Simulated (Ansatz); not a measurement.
## Energy profile

The step: BH₂Cl ([BH2][Cl]) + HF → BH₂F ([BH2][F]) + HCl; bonds formed: B1–F6, Cl2–H5; bonds broken: B1–Cl2, H5–F6 (atoms numbered as in the saddle structure below).

B1  (-0.086, 0.290, -0.444)
Cl2  (0.858, -1.371, 0.208)
H3  (0.736, 1.095, -0.744)
H4  (-0.980, -0.042, -1.154)
H5  (0.048, -0.486, 1.150)
F6  (-0.576, 0.514, 0.984)
(Å)

Electronic energies by CCSD(T) at an estimated basis limit (MP2 extrapolated from triple and quadruple zeta, plus CCSD(T) − MP2 in triple zeta), on PBE0-D4/def2-TZVP structures; BH3ClF, singlet; no counterpoise correction. Program: Ansatz 0.2.0. Basis: def2-TZVPP and def2-QZVPP. Cores are frozen in the correlated methods. Extrapolation: Hartree–Fock as exp(−7.88 √X), correlation as X^−2.97.

Problem. Give the profile in kcal/mol, counted from the separated reactants. (An estimate is asked for; the value comes from the calculation.)

Solution. By the calculation:
```json
{"point": "separated: BH2Cl (linked as [BH2][Cl]; B1, Cl2, H3, H4; singlet) + HF (H5, F6; singlet)", "kcal/mol": "0.00"}
{"point": "start structure", "kcal/mol": "-2.40"}
{"point": "saddle", "kcal/mol": "10.78"}
{"point": "end structure", "kcal/mol": "-12.52"}
{"point": "separated: BH2F (linked as [BH2][F]; B1, H3, H4, F6; singlet) + HCl (Cl2, H5; singlet)", "kcal/mol": "-10.58"}
```

T1 diagnostic: at most 0.014.

For scale, one of the runs: CCSD(T)/def2-TZVPP, 146 basis functions, launched by `ansatz run in.yaml --threads 2 --pin off --events-out ev --progress --plain --max-ram 4352MiB`. The run took 6.5 s on 2 CPU threads of an Arm Neoverse V2 (shared host), with 0.68 GiB of host memory at its peak.
